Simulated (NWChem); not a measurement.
**Correlation energy of isobutene (C4H8)**

SMILES: C=C(C)C
```xyz
12

C     -1.2771     0.0000    -0.6812
C      0.0000     0.0000     0.1208
C      1.2771     0.0000    -0.6812
C      0.0000     0.0000     1.4702
H     -1.3299    -0.8886    -1.3479
H     -1.3299     0.8886    -1.3479
H     -2.1762     0.0000    -0.0350
H      1.3299    -0.8886    -1.3479
H      2.1762     0.0000    -0.0350
H      1.3299     0.8886    -1.3479
H      0.9401     0.0000     2.0449
H     -0.9401     0.0000     2.0449
```
Charge 0, spin multiplicity 1.

Program: NWChem. The geometry was optimised at PBE/def2-SVP, a minimum by its harmonic frequencies.

Basis set: cc-pVDZ. Each correlation energy counts from its own Hartree-Fock reference.

```tsv
method	correlation energy (mHa)	difference from CCSD(T)
RI-MP2	-564.6	+74.9
MP2	-564.8	+74.8
SCS-MP2	-566.1	+73.5
CR-CCSD[T]	-634.4	+5.2
CR-CCSD(T)	-634.0	+5.6
CCSD	-619.3	+20.3
CCSD+T(CCSD)	-640.1	-0.5
CCSD(T)	-639.6	0.0
```

The values span 75.4 mHa, from CCSD+T(CCSD) (lowest) to RI-MP2 (highest). 

The correlated methods keep 4 core orbitals frozen. Coupled-cluster values serve here as a point of comparison, not as the truth.
